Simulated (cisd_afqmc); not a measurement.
Input (AFQMC/CISD/cc-pVTZ; cisd_afqmc is a phaseless AFQMC code with CISD trial states that reads the integrals written by Ansatz):

Ansatz 0.2 input:
```python
import cisd_afqmc

open("ham.yaml", "w").write("""\
crystal:
  periodic: [false, false, false]
  atoms:
    - {symbol: C, position_ang: [0.00475778, 1.17087235, -0.20055257]}
    - {symbol: O, position_ang: [0.00676578, 0.00281715, 0.58815261]}
    - {symbol: C, position_ang: [-0.00924088, -1.17273904, -0.18916606]}
    - {symbol: H, position_ang: [0.01767394, 2.02306406, 0.47733076]}
    - {symbol: H, position_ang: [0.88820492, 1.21755665, -0.85148054]}
    - {symbol: H, position_ang: [-0.89276546, 1.22829388, -0.83104468]}
    - {symbol: H, position_ang: [-0.00646617, -2.01839735, 0.49696633]}
    - {symbol: H, position_ang: [-0.90742261, -1.22555854, -0.81912256]}
    - {symbol: H, position_ang: [0.87354778, -1.23629577, -0.83955842]}
basis:
  gaussian:
    orbitals: cc-pVTZ
magnetization: {spin_polarized: false}
correlation: {method: ccsd, electrons: outside_noble_gas, hamiltonian_folder: ham}
""")
rep = cisd_afqmc.ansatz("ham.yaml")
e_ccsd = rep["correlation"]["coupled_cluster"]["energy"]["hartree"]
out = cisd_afqmc.run("ham", e_ccsd, trial="CISD", walkers=1000, populations=1, threads=12, dt=0.005, steps=40, early=24, settle=10, least=100,
    cut=5e-5, rank_cut=2e-4, target=0.0004, seconds=1000, seed=4, memory=62639, gpu=True)
```

Output:

```
orbitals 171, occupied [10], factors 897 of 985, rank of the doubles 490 of 1610
E(HF) = -154.126168
E(CCSD) on the cut factors = -154.754344, shift to the whole factors -0.000016
Energy of the trial state on the determinant = -154.754323
  tau behind 7.2 of longer steps, mean of the populations' last blocks
   2.0  -154.77839
   4.0  -154.77828
   6.0  -154.77887
   8.0  -154.77627
  10.0  -154.77587
  12.0  -154.77866
  14.0  -154.77775
  16.0  -154.77811
  18.0  -154.77565
  20.0  -154.77702
  22.0  -154.77936
blocks 100 (0 outliers left out), error by blocks joined: 1: 0.00025, 2: 0.00030, 4: 0.00030, 8: 0.00034
E(AFQMC/CISD) = -154.77759 +/- 0.00034
```
